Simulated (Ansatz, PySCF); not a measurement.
This PySCF input computes a CCSD(T)/cc-pVDZ energy:

```python
from pyscf import gto, scf, mp, cc as ccmod

mol = gto.M(
    atom='''
    C     0.00340085    0.10411341    0.84463058
    C    -0.00316901    0.02839917   -0.68472531
    H    -0.87168362   -0.45775013    1.22954120
    H     0.88597729   -0.45133029    1.22167274
    H    -0.00176189   -0.97997600   -1.19312952
    H    -0.88238004    0.54379300   -1.10483906
    H     0.86845721    0.55018792   -1.11267697
    ''',
    basis='cc-pvdz',
    charge=-1,
    spin=0,
    verbose=4,
)

mf = scf.RHF(mol)
mf.conv_tol = 1e-10
mf.max_cycle = 100
mf.kernel()
mp2 = mp.MP2(mf, frozen=2).run()
cc = ccmod.CCSD(mf, frozen=2)
cc.max_cycle = 100
cc.kernel()
et = cc.ccsd_t()
print(f'E(CCSD(T)) = {cc.e_tot + et:.9f}')
```

**Question.** Write an input for the same energy in Ansatz (a program for electronic structure) and say what it gives.

**Answer.** 
Ansatz 0.2 input:
```yaml
crystal:
  periodic: [false, false, false]
  atoms:
    - {symbol: C, position_ang: [0.00340085, 0.10411341, 0.84463058]}
    - {symbol: C, position_ang: [-0.00316901, 0.02839917, -0.68472531]}
    - {symbol: H, position_ang: [-0.87168362, -0.45775013, 1.22954120]}
    - {symbol: H, position_ang: [0.88597729, -0.45133029, 1.22167274]}
    - {symbol: H, position_ang: [-0.00176189, -0.97997600, -1.19312952]}
    - {symbol: H, position_ang: [-0.88238004, 0.54379300, -1.10483906]}
    - {symbol: H, position_ang: [0.86845721, 0.55018792, -1.11267697]}
basis:
  gaussian:
    orbitals: cc-pVDZ
total_charge: -1
magnetization: {spin_polarized: false}
correlation: {method: ccsd_t, electrons: outside_noble_gas}
```
It gives -78.87039 Eh, and PySCF -78.87040 Eh, a difference of 0.01 mEh.

It need not be the lowest isomer of its formula. Whether it binds its extra electron was not tested at this geometry.
